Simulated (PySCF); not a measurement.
AlF: frontier orbitals

M06 at R = 1.640 Å; Al STO-3G, F STO-3G; no relativity (PySCF 2.14). State: ¹Σ⁺ (singlet), closed shell. Only the outer orbitals are listed, counted within each symmetry.

| orbital | occ. | ε (eV) | on Al (%) | main shells (%) |
| --- | --- | --- | --- | --- |
| 5σ | 2 | -26.63 | 6 | 93 F s |
| 6σ | 2 | -6.83 | 35 | 60 F p, 33 Al s |
| 2π | 2 | -4.31 | 8 | 92 F p, 8 Al p |
| 2π | 2 | -4.31 | 8 | 92 F p, 8 Al p |
| 7σ | 2 | -1.92 | 77 | 59 Al s, 23 F p, 18 Al p |
| 3π | 0 | 6.31 | 92 | 92 Al p, 8 F p |
| 3π | 0 | 6.31 | 92 | 92 Al p, 8 F p |
| 8σ | 0 | 12.67 | 83 | 77 Al p, 15 F p |

Q: Which are the highest filled and the lowest empty level, where do they sit, and how wide is the gap?

A: Highest filled 7σ at -1.92 eV (in %: 59 Al s, 23 F p, 18 Al p); lowest empty 3π at 6.31 eV (in %: 92 Al p, 8 F p); the gap at M06 is 8.23 eV. An empty level above zero is unbound, and its energy depends on the basis.

| Item | Value |
| --- | --- |
| bond order (Mayer) | 1.19 |
| ⟨S²⟩ | 0.000 |
| charge on Al (Mulliken, basis-dependent) | 0.31 |
| charge on Al (Löwdin, basis-dependent) | 0.24 |
| dipole moment (positive dipole means Al(−)F(+)) | -0.71 D |

STO-3G is very small, so such numbers show the basis as much as the molecule.
